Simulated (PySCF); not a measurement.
Record of a relaxation.

C4H5ClO.
Numbering: `[O:1]=[C:2]([Cl:3])[CH:4]1[CH2:5][CH2:6]1` (hydrogens: H7 on C4; H8, H9 on C5; H10, H11 on C6)

Method: PySCF, PBE0-D3(BJ)/def2-SVP geometry optimisation, gas phase; density fitting, grid level 1; the optimiser is geomeTRIC in internal coordinates, started from a GFN2-xTB structure. The frame can shift and turn from step to step; on so coarse a grid that alone can change the energy by a few meV, and forces under 0.02 eV/Å are noise.

Step 0: E = -18779.1237 eV, largest atomic force 0.692 eV/Å
```
atom  x, y, z in Å  |  force x, y, z in eV/Å
O1      1.962   -1.645    0.797   -0.248   0.071   0.102
C2      1.315   -0.860    0.185    0.543  -0.402   0.148
Cl3     1.984   -0.184   -1.320    0.216   0.207  -0.471
C4     -0.013   -0.353    0.517   -0.363   0.275  -0.100
C5     -0.409    1.074    0.205   -0.117  -0.421  -0.127
C6     -1.024   -0.033   -0.563    0.245   0.221   0.313
H7     -0.382   -0.787    1.439   -0.107  -0.139   0.286
H8      0.326    1.692   -0.288    0.368   0.220  -0.265
H9     -0.995    1.587    0.951   -0.293   0.163   0.398
H10    -2.047   -0.310   -0.364   -0.461  -0.141   0.179
H11    -0.712   -0.179   -1.585    0.216  -0.055  -0.463
```

Step 1: E = -18779.1555 eV, largest atomic force 0.100 eV/Å
```
atom  x, y, z in Å  |  force x, y, z in eV/Å
O1      2.229   -0.484    0.166    0.053  -0.011  -0.032
C2      1.598    0.275   -0.485   -0.015   0.040  -0.013
Cl3     2.291    0.942   -2.022   -0.046  -0.034   0.079
C4      0.244    0.771   -0.172   -0.015  -0.030   0.032
C5     -0.179    2.186   -0.495    0.033   0.088   0.029
C6     -0.771    1.062   -1.254   -0.057  -0.046  -0.069
H7     -0.118    0.331    0.761    0.012   0.015  -0.025
H8      0.560    2.812   -1.002   -0.020  -0.011   0.003
H9     -0.778    2.693    0.267    0.018  -0.021  -0.022
H10    -1.799    0.757   -1.042    0.038   0.000  -0.002
H11    -0.443    0.913   -2.286   -0.002   0.010   0.021
```

Step 2: E = -18779.1561 eV, largest atomic force 0.072 eV/Å
```
atom  x, y, z in Å  |  force x, y, z in eV/Å
O1      2.239   -0.481    0.160   -0.023  -0.007   0.047
C2      1.597    0.278   -0.482    0.038   0.004  -0.062
Cl3     2.282    0.943   -2.020   -0.019   0.016   0.000
C4      0.243    0.771   -0.169    0.011  -0.015   0.015
C5     -0.180    2.186   -0.494    0.008   0.015   0.002
C6     -0.770    1.060   -1.254   -0.010  -0.016  -0.018
H7     -0.119    0.331    0.763   -0.006   0.004   0.002
H8      0.557    2.812   -1.002   -0.003  -0.002   0.001
H9     -0.779    2.693    0.266   -0.004  -0.004   0.000
H10    -1.797    0.751   -1.045    0.001   0.002   0.008
H11    -0.439    0.913   -2.285    0.006   0.002   0.004
```

Step 3: E = -18779.1560 eV, largest atomic force 0.043 eV/Å
```
atom  x, y, z in Å  |  force x, y, z in eV/Å
O1      2.239   -0.477    0.164    0.018   0.007  -0.016
C2      1.599    0.279   -0.482   -0.023   0.018  -0.008
Cl3     2.274    0.951   -2.020    0.039  -0.019   0.000
C4      0.244    0.770   -0.169   -0.007   0.000   0.002
C5     -0.180    2.185   -0.495   -0.005  -0.010  -0.005
C6     -0.769    1.058   -1.255   -0.001   0.003   0.009
H7     -0.118    0.331    0.763   -0.008   0.000   0.007
H8      0.556    2.811   -1.003    0.001   0.002   0.001
H9     -0.780    2.691    0.265   -0.010   0.001   0.006
H10    -1.795    0.748   -1.045   -0.010   0.000   0.007
H11    -0.437    0.910   -2.285    0.004  -0.001  -0.002
```

Step 4: E = -18779.1562 eV, largest atomic force under 0.02 eV/Å
```
atom  x, y, z in Å  |  force x, y, z in eV/Å
O1      2.240   -0.476    0.163    0.005   0.002   0.000
C2      1.599    0.280   -0.483   -0.005   0.012  -0.011
Cl3     2.279    0.949   -2.020    0.011  -0.006   0.002
C4      0.244    0.771   -0.170    0.002  -0.002  -0.002
C5     -0.181    2.185   -0.495   -0.001  -0.005  -0.002
C6     -0.769    1.058   -1.255   -0.003  -0.002   0.005
H7     -0.118    0.331    0.763   -0.003   0.001   0.003
H8      0.555    2.812   -1.003    0.001   0.002   0.000
H9     -0.781    2.690    0.265   -0.006  -0.001   0.002
H10    -1.795    0.748   -1.044   -0.004   0.000   0.004
H11    -0.438    0.911   -2.285    0.004  -0.001  -0.001
```

Problem. Summarise the path.

Solution. The energy falls by 0.75 kcal/mol from step 0 to step 4; nine tenths of that is first reached at step 1. It never rises by more than 0.2 meV. The largest force goes from 0.692 to under 0.02 eV/Å. Among the bonds C2–Cl3 changes most, from 1.780 to 1.809 Å; the atoms move by 0.019 Å rms after alignment.

The cost below is that of the whole optimisation. Time: 44 s of wall time; peak memory 0.48 GiB. Hardware: one thread of an Intel Xeon Platinum 8259CL at 2.50 GHz, no GPU, shared host.
